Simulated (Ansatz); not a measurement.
Input for Ansatz (development build ahead of 0.2.0):

```yaml
crystal:
  periodic: [false, false, false]
  atoms:
    - { symbol: "N", position_ang: [0.55, 0.0, 3.8] }
    - { symbol: "N", position_ang: [-0.55, 0.0, 3.8] }
    - { symbol: F, position_ang: [0.71, 0.0, 0.0] }
    - { symbol: F, position_ang: [-0.71, 0.0, 0.0] }
basis:
  gaussian: { orbitals: "6-31G" }
hamiltonian:
  xc: hf
```

The input is written out in the form of the current development build from the run's settings.

The run gave:

```yaml
Converged: yes
Total_energy: -307.51372 hartree
Spin_squared_of_the_determinant: 0.000
```
